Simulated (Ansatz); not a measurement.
# CH2N+ (triplet): from Hartree-Fock to the top rungs, def2-QZVPP

An exercise on one series of results from a longer session: the logs are not shown, and one member is left open.

Computed with Ansatz 0.2.0, Gaussian basis. Level: def2-QZVPP, core rule «outside noble gas», up to 2 orbitals frozen.

To be run: UHF; ROHF; CCSD(T) on UHF.

2 further runs of the same task are left out: 2 set aside as unsound or not needed.

## The system

The geometry is a PBE0/def2-TZVP stationary point (not a proven minimum) of the parent state, kept for this charge and spin.

4 atoms, charge 1, spin multiplicity 3.

Atoms are counted from 1 here; the program's logs count them from 0.

Bond lengths: N1–C2 1.226 Å, N1–H3 1.020 Å, C2–H4 1.097 Å. Angles: C2–N1–H3 118.7°, N1–C2–H4 125.4°.

The first run:

in.yaml

```yaml
crystal:
  periodic: [false, false, false]
  atoms:
    - {symbol: N, position_ang: [0.000000, -0.172031, 0.548148]}
    - {symbol: C, position_ang: [0.000000, 0.195022, -0.621447]}
    - {symbol: H, position_ang: [0.000000, 0.535251, 1.282826]}
    - {symbol: H, position_ang: [0.000000, -0.468538, -1.494872]}
basis:
  gaussian: {orbitals: "def2-QZVPP.json"}
total_charge: 1
magnetization: {spin_polarized: true, initial_magnetization: 2}
hamiltonian: {xc: hf}
output: {orbitals: {seedname: orbitals}}
```

Launch:

```console
ansatz run in.yaml --threads 1 --pin off --events-out ev --progress --plain --max-ram 2393MiB
```

Among the steps run: UHF; ROHF; CCSD(T) on UHF.

One table of the session follows, with a row left open; its other results are not shown here.

It belongs to the step «Misses and costs». 

| method | from UCCSD(T) (meV) |
| --- | --- |
| ROHF | ? |
| UHF | +8757.7 |
| UMP2 | +1024.0 |
| UCCSD | +353.5 |
| UCCSD(T) | 0 |

**Question.** Estimate the row for ROHF.

As computed: from UCCSD(T) (meV): +8913.1. In the column «from UCCSD(T) (meV)» it is the highest.

Limits of these values: Warnings: coupled cluster took another determinant than the lowest.
